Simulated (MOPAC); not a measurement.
MOPAC input (PM3):

```
PM3 FORCE THERMO(298,298) PRECISE LET UHF MS=0.5 GEO-OK AUX(PRECISION=9) THREADS=1
C4H9

C     0.60305538 1    1.86269884 1   -0.01899047 1
C     0.67888611 1    0.40423357 1   -0.08821101 1
C    -0.67393971 1   -0.26773626 1    0.09160831 1
C    -0.55808475 1   -1.77314842 1    0.01487463 1
H    -1.53543222 1   -2.25523553 1    0.14402009 1
H    -0.33307615 1    2.38128947 1    0.14261846 1
H     1.49296579 1    2.46874124 1   -0.12906713 1
H     0.10821749 1   -2.16826868 1    0.79333331 1
H    -0.15647338 1   -2.09969282 1   -0.95370410 1
H     1.12619788 1    0.11420248 1   -1.06243101 1
H     1.39263791 1    0.04483709 1    0.68293942 1
H    -1.38044748 1    0.09866644 1   -0.67913425 1
H    -1.11479067 1    0.03009786 1    1.06340434 1
```

From the last part of the output:

```
     H   13   5.083388

          HEAT OF FORMATION =       3.629959 KCALS/MOLE

          ZERO POINT ENERGY      72.356 KCAL/MOL

           NORMAL COORDINATE ANALYSIS (Total motion = 1 Angstrom)

   Root No.       1         2         3         4         5         6         7         8

                 1 A"      2 A"      3 A"      1 A'      2 A'      4 A"      5 A"      6 A"

                  93.2     145.4     189.6     300.8     468.2     621.0     747.6     861.7

           1   -0.0000    0.0000    0.0000    0.0024   -0.0603   -0.0000   -0.0000   -0.0000
           2    0.0000   -0.0000   -0.0000   -0.0469   -0.0373    0.0000    0.0000    0.0000
           3   -0.0495    0.0118    0.0068   -0.0000    0.0000   -0.0711   -0.0270   -0.0160
           4    0.0000   -0.0000    0.0000   -0.0018   -0.0515   -0.0000    0.0000    0.0000
           5   -0.0000    0.0000   -0.0000    0.0532    0.0181    0.0000   -0.0000   -0.0000
           6    0.0497   -0.0235    0.0149    0.0000    0.0000   -0.0034    0.0414    0.0384
           7    0.0000    0.0000   -0.0000   -0.0042    0.0460    0.0000    0.0000   -0.0000
           8   -0.0000   -0.0000    0.0000    0.0536   -0.0164   -0.0000   -0.0000    0.0000
           9    0.0464    0.0016   -0.0288    0.0000   -0.0000    0.0035    0.0202   -0.0286
          10   -0.0000    0.0000    0.0000   -0.0027    0.0607    0.0000    0.0000   -0.0000
          11    0.0000   -0.0000   -0.0000   -0.0462    0.0331   -0.0000   -0.0000    0.0000
          12   -0.0425    0.0111    0.0049   -0.0000   -0.0000    0.0012   -0.0011   -0.0136
          13   -0.0000    0.0000    0.0001    0.0768    0.0025   -0.0000   -0.0000    0.0000
          14    0.0000   -0.0000   -0.0001   -0.0805    0.0594    0.0000    0.0000   -0.0000
          15   -0.0305    0.0526    0.2354   -0.0000    0.0000   -0.0013   -0.0224    0.0594
          16   -0.0000   -0.0001    0.0000   -0.0704   -0.1202    0.0001    0.0000    0.0000
          17    0.0001    0.0001   -0.0000   -0.0939   -0.0770   -0.0001   -0.0000   -0.0000
          18   -0.1587   -0.2886    0.0256    0.0000    0.0000    0.3422    0.0361    0.0153
          19   -0.0000    0.0001   -0.0000    0.0801    0.0013    0.0001    0.0000    0.0000
          20    0.0000   -0.0001    0.0000   -0.0942   -0.0763   -0.0001   -0.0000   -0.0000
          21   -0.0188    0.3374   -0.0167   -0.0001   -0.0000    0.3570    0.0136   -0.0056
          22   -0.0514    0.0060    0.0239   -0.0425    0.0931   -0.0023   -0.0490    0.1380
          23    0.0324    0.0332    0.1903   -0.0777    0.0591   -0.0013    0.0066   -0.0059
          24   -0.0845   -0.0056   -0.0959    0.0002    0.0003    0.0010   -0.0286    0.0559
          25    0.0513   -0.0060   -0.0239   -0.0424    0.0932    0.0023    0.0490   -0.1379
          26   -0.0323   -0.0332   -0.1903   -0.0778    0.0590    0.0013   -0.0066    0.0059
          27   -0.0845   -0.0056   -0.0960   -0.0002   -0.0003    0.0010   -0.0287    0.0560
          28   -0.0525    0.0434   -0.0125    0.0190   -0.0663   -0.0506    0.1000    0.1029
          29    0.0240   -0.0300    0.0323    0.0645    0.0092    0.0476   -0.1352   -0.0429
          30    0.0860   -0.0619    0.0415    0.0004    0.0003    0.0507   -0.0932   -0.0335
          31    0.0526   -0.0434    0.0126    0.0190   -0.0663    0.0507   -0.1000   -0.1029
          32   -0.0240    0.0300   -0.0323    0.0645    0.0092   -0.0476    0.1353    0.0429
          33    0.0859   -0.0618    0.0415   -0.0004   -0.0003    0.0506   -0.0931   -0.0335
          34    0.0487   -0.0046   -0.0182    0.0170    0.0615    0.0050   -0.0490    0.1199
          35   -0.0191   -0.0177    0.0295    0.0657   -0.0061   -0.0138    0.1345   -0.0566
          36    0.0785    0.0109   -0.0549   -0.0004   -0.0002    0.0154   -0.0910    0.0615
          37   -0.0487    0.0046    0.0182    0.0170    0.0615   -0.0050    0.0490   -0.1199
          38    0.0190    0.0177   -0.0295    0.0658   -0.0061    0.0138   -0.1345    0.0565
          39    0.0785    0.0109   -0.0549    0.0005    0.0002    0.0154   -0.0911    0.0616

   Root No.       9        10        11        12        13        14        15        16

                 3 A'      4 A'      7 A"      5 A'      8 A"      9 A"      6 A'      7 A'

                 888.0     979.6     985.8    1108.3    1130.2    1133.6    1151.8    1162.1

           1    0.0228   -0.0002   -0.0000   -0.0281    0.0000   -0.0000   -0.0312    0.0205
           2    0.0434    0.0226    0.0000    0.0134   -0.0000    0.0000    0.0038   -0.0209
           3    0.0000    0.0000   -0.0113    0.0000   -0.0018    0.0013    0.0000   -0.0000
           4    0.0053    0.0026    0.0000    0.0118   -0.0000    0.0000    0.0119   -0.0121
           5    0.0320   -0.0219   -0.0000   -0.0010    0.0000   -0.0000    0.0021    0.0587
           6    0.0000   -0.0000    0.0132   -0.0000   -0.0175    0.0311   -0.0000    0.0000
           7    0.0006    0.0024   -0.0000   -0.0357    0.0000   -0.0000    0.0394    0.0061
           8   -0.0418    0.0011    0.0000   -0.0050   -0.0000    0.0000   -0.0291   -0.0459
           9   -0.0000   -0.0000   -0.0180    0.0000    0.0522   -0.0151   -0.0000   -0.0000
          10   -0.0229    0.0091    0.0000    0.0380   -0.0000   -0.0000   -0.0391    0.0011
          11   -0.0224    0.0343   -0.0000   -0.0077    0.0000    0.0000    0.0182    0.0150
          12   -0.0000    0.0000    0.0203   -0.0000   -0.0404   -0.0181    0.0000    0.0000
          13   -0.1609    0.2053   -0.0000    0.0493    0.0000    0.0000    0.0135    0.0692
          14    0.0371   -0.0523    0.0000   -0.0128   -0.0000   -0.0000   -0.0061   -0.0176
          15    0.0001   -0.0001   -0.0333   -0.0000    0.0443    0.0019   -0.0000   -0.0000
          16   -0.1649   -0.1073    0.0000   -0.0742   -0.0000    0.0000   -0.0567    0.1280
          17   -0.0800   -0.0479   -0.0000   -0.0137   -0.0000    0.0000   -0.0111    0.0485
          18    0.0001    0.0000    0.0048    0.0000   -0.0018    0.0053    0.0000   -0.0000
          19    0.2335    0.1056   -0.0000   -0.0142    0.0000   -0.0000   -0.0367   -0.0339
          20   -0.0865   -0.0441    0.0000    0.0052   -0.0000    0.0000    0.0068    0.0155
          21   -0.0001   -0.0000   -0.0176    0.0000   -0.0070    0.0091    0.0000   -0.0000
          22    0.0380   -0.0910   -0.1088    0.0662    0.1475    0.0467   -0.1037   -0.0512
          23    0.0315   -0.0516    0.0022   -0.0007   -0.0079   -0.0045   -0.0201   -0.0276
          24   -0.0031    0.0036   -0.0318    0.0068    0.0329    0.0041   -0.0065    0.0009
          25    0.0380   -0.0910    0.1088    0.0662   -0.1475   -0.0466   -0.1037   -0.0512
          26    0.0315   -0.0516   -0.0022   -0.0007    0.0078    0.0045   -0.0201   -0.0276
          27    0.0031   -0.0036   -0.0319   -0.0069    0.0330    0.0041    0.0065   -0.0009
          28   -0.0230   -0.0501    0.1743    0.1575    0.0875   -0.0865    0.1487   -0.0488
          29    0.0134   -0.0604    0.1004    0.0668    0.1053   -0.1233    0.0617    0.0840
          30    0.0021   -0.0029    0.0086   -0.0129    0.0173   -0.0133   -0.0134    0.0274
          31   -0.0230   -0.0501   -0.1743    0.1575   -0.0875    0.0865    0.1488   -0.0488
          32    0.0135   -0.0605   -0.1004    0.0667   -0.1053    0.1233    0.0617    0.0841
          33   -0.0021    0.0029    0.0086    0.0128    0.0172   -0.0133    0.0133   -0.0274
          34   -0.0034   -0.0435   -0.0691   -0.1208   -0.1193   -0.2024    0.1088   -0.0745
          35   -0.0472   -0.0311   -0.1033   -0.0536    0.0408   -0.1645   -0.0071   -0.1210
          36    0.0036   -0.0001    0.0210   -0.0046   -0.0225    0.0058    0.0128    0.0136
          37   -0.0034   -0.0435    0.0691   -0.1207    0.1193    0.2024    0.1088   -0.0745
          38   -0.0471   -0.0311    0.1033   -0.0536   -0.0408    0.1645   -0.0071   -0.1210
          39   -0.0035    0.0001    0.0211    0.0047   -0.0226    0.0058   -0.0128   -0.0136

   Root No.      17        18        19        20        21        22        23        24

                 8 A'      9 A'     10 A'     11 A'     10 A"     12 A'     13 A'     14 A'

                1266.4    1325.8    1367.1    1396.1    1408.3    1411.3    1423.4    1463.2

           1    0.0074   -0.0305   -0.0114    0.0222   -0.0000   -0.0024    0.0188   -0.0720
           2    0.0061   -0.0007    0.0048   -0.0010    0.0000   -0.0002    0.0037   -0.0060
           3    0.0000    0.0000    0.0000   -0.0000    0.0002   -0.0000   -0.0000    0.0000
           4   -0.0373   -0.0107    0.0143   -0.0217   -0.0000    0.0024   -0.0193    0.1025
           5   -0.0124   -0.0034   -0.0407    0.0167    0.0000   -0.0009   -0.0140    0.0397
           6    0.0000   -0.0000   -0.0000    0.0000    0.0001    0.0000   -0.0000   -0.0000
           7   -0.0390    0.0351    0.0168   -0.0053    0.0000    0.0023   -0.0329   -0.0546
           8   -0.0236    0.0262    0.0003   -0.0315    0.0000    0.0066    0.0234   -0.0317
           9    0.0000    0.0000   -0.0000   -0.0000   -0.0015   -0.0000    0.0000    0.0000
          10    0.0058    0.0039    0.0125    0.0323   -0.0000   -0.0111    0.0486    0.0302
          11    0.0110   -0.0074   -0.0041   -0.0011    0.0000   -0.0376   -0.0012    0.0006
          12   -0.0000   -0.0000   -0.0000   -0.0000   -0.0414   -0.0000   -0.0000   -0.0000
          13    0.0960   -0.0903   -0.0603   -0.0511    0.0001    0.1601   -0.1196   -0.0267
          14   -0.0231    0.0277    0.0227    0.0288   -0.0001   -0.0810    0.0588    0.0194
          15   -0.0000    0.0000    0.0000    0.0000    0.4179   -0.0001    0.0001    0.0000
          16    0.1341    0.1413    0.0004   -0.0227    0.0000    0.0031   -0.0262    0.0604
          17    0.0820    0.1041    0.0112   -0.0282    0.0000    0.0032   -0.0248    0.0780
          18    0.0000    0.0000    0.0000   -0.0000    0.0001   -0.0000    0.0000    0.0000
          19    0.1617    0.1421    0.0352   -0.0345   -0.0000    0.0030   -0.0082    0.0268
          20   -0.0818   -0.1006   -0.0236    0.0331    0.0000   -0.0034    0.0197   -0.0650
          21   -0.0001   -0.0001   -0.0000    0.0000    0.0002   -0.0000    0.0000   -0.0000
          22    0.0367   -0.0514   -0.0599   -0.1056   -0.1423   -0.0342   -0.1170   -0.0539
          23    0.0045   -0.0051    0.0019    0.0145   -0.2112    0.2678   -0.0212   -0.0060
          24    0.0139   -0.0207   -0.0293   -0.0589    0.0487   -0.1772   -0.0482   -0.0267
          25    0.0367   -0.0513   -0.0599   -0.1056    0.1424   -0.0342   -0.1170   -0.0539
          26    0.0045   -0.0051    0.0019    0.0145    0.2112    0.2677   -0.0212   -0.0060
          27   -0.0139    0.0207    0.0294    0.0590    0.0488    0.1775    0.0483    0.0267
          28    0.0467    0.0456   -0.0627    0.0417   -0.0054   -0.0053    0.0098   -0.0894
          29    0.0516   -0.0548    0.1668   -0.0510   -0.0041    0.0038    0.0263   -0.0687
          30    0.0075   -0.0486    0.1410   -0.0584   -0.0011    0.0048    0.0128    0.0052
          31    0.0466    0.0456   -0.0628    0.0418    0.0054   -0.0053    0.0098   -0.0894
          32    0.0516   -0.0548    0.1669   -0.0510    0.0041    0.0038    0.0263   -0.0687
          33   -0.0075    0.0485   -0.1409    0.0583   -0.0011   -0.0048   -0.0128   -0.0052
          34    0.0966   -0.0780   -0.0569   -0.0459    0.0016    0.0090    0.0929    0.0766
          35    0.0687   -0.0430    0.0627    0.1204    0.0011   -0.0398   -0.1028    0.0428
          36   -0.0028   -0.0018   -0.0609   -0.0981   -0.0024    0.0274    0.1140    0.0068
          37    0.0966   -0.0780   -0.0569   -0.0458   -0.0016    0.0090    0.0928    0.0766
          38    0.0687   -0.0430    0.0627    0.1203   -0.0011   -0.0398   -0.1028    0.0428
          39    0.0029    0.0018    0.0610    0.0982   -0.0024   -0.0274   -0.1142   -0.0068

   Root No.      25        26        27        28        29        30        31        32

                11 A"     12 A"     15 A'     16 A'     13 A"     17 A'     18 A'     19 A'
```
